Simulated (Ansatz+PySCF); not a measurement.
doublet C₃H₃: levels of theory in one basis

```
atom   x (Å)    y (Å)    z (Å)
   C  0.0000   0.0000  -0.2756
   C  0.0000   0.0000  -1.4979
   H  0.0000   0.0000  -2.5601
   C  0.0000   0.0000   1.0914
   H  0.0000  -0.8871   1.6211
   H  0.0000   0.8871   1.6211
```

Basis set: cc-pVTZ (spherical functions). Frozen core: 3 orbitals. Correlation on ROHF uses semicanonical orbitals with singles. Charge 0, multiplicity 2.

Computed with Ansatz (development build ahead of 0.2.0) and PySCF 2.14.0; each method stands on the lowest determinant of its kind that the runs found.

```csv
method,E − E(ROHF) (eV),<S²> of the determinant
ROHF,0.00,0.75
UHF,-0.46,0.96
ROHF-MP2,-12.44,–
ROHF-CCSD(T),-13.64,–
```

(1) What does UHF-MP2 give on the same scale?

Results:

(1) -12.05 eV.

Caution for UHF, UHF-MP2: the unrestricted determinant is spin contaminated. Caution for ROHF-MP2, UHF-MP2: forces differ strongly between restricted and unrestricted references.
